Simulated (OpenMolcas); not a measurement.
# Potential curves of Li₂⁺: spin-free states

Computed with OpenMolcas 26.06: state-averaged CASSCF(1,8) over Li 2s 2p, Li 2s 2p, XMS-CASPT2 (IPEA 0.25, imaginary shift 0.2 hartree), scalar X2C, ANO-RCC-VTZP, then RASSI spin–orbit state interaction with atomic mean-field integrals. C2 symmetry about the axis (a holds Σ, Δ, Γ; b holds Π, Φ, H; Σ⁺ and Σ⁻ are not told apart); roots by multiplicity and irrep: 2a 3, 2b 2.

XMS-CASPT2 energies in eV from the lowest point. Curves are followed by energy order within each symmetry, so they are adiabatic and may change character at avoided crossings and where g and u states cross; Σ⁺ and Σ⁻ are counted together.

| R (Å) | (1)2Σ | (2)2Σ | (1)2Π | (3)2Σ |
| --- | --- | --- | --- | --- |
| 2.662 | 0.134 | 3.611 | 3.130 | 4.291 |
| 2.817 | 0.054 | 3.383 | 3.055 | 4.113 |
| 2.956 | 0.015 | 3.198 | 3.004 | 3.974 |
| 3.095 | 0.000 | 3.028 | 2.964 | 3.851 |
| 3.250 | 0.004 | 2.855 | 2.930 | 3.731 |
| 3.405 | 0.026 | 2.697 | 2.907 | 3.626 |

g and u states are not told apart. Only roots inside an energy window near the equilibrium distance were included, so the list of states is not complete; labels number the states computed. Each spin and symmetry block has orbitals of its own, averaged over its own roots, so gaps between blocks are less sure than gaps within one and near the minimum can be off by tenths of an eV, in bad cases by more. No Rydberg orbitals are active, so Rydberg states, and σ→σ* states whose orbital the CASSCF left unused, can be missing between those listed. Points that failed a check (symmetry, reference weights, a jump) are left out.
